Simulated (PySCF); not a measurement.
**Ionisation energy along the 17-electron series**

Calculated with PySCF 2.14 and a two-component X2C-1e Hamiltonian (Gaussian nucleus, no Breit or QED terms), each ion in its own even-tempered basis scaled to its charge; GMP2 freezes 1s2 and drops the highest virtual spinors. Values in eV. NIST values: (m) measured, (s) semi-empirical, (t) theoretical.

```tsv
ion	configuration	GHF (spin-free)	GMP2 (spin-free)	GHF (screened spin-orbit)	GMP2 (screened spin-orbit)	NIST
Cl	[Ne] 3s2 3p5	11.762	12.316	11.754	12.309	12.968 (m)
Ar⁺	[Ne] 3s2 3p5	26.375	26.933	26.363	26.921	27.630 (m)
K²⁺	[Ne] 3s2 3p5	44.404	45.131	44.385	45.113	45.803 (s)
```

Between Z = 17 and Z = 19 the GMP2 (screened spin-orbit) value grows as Z to the power 11.68.
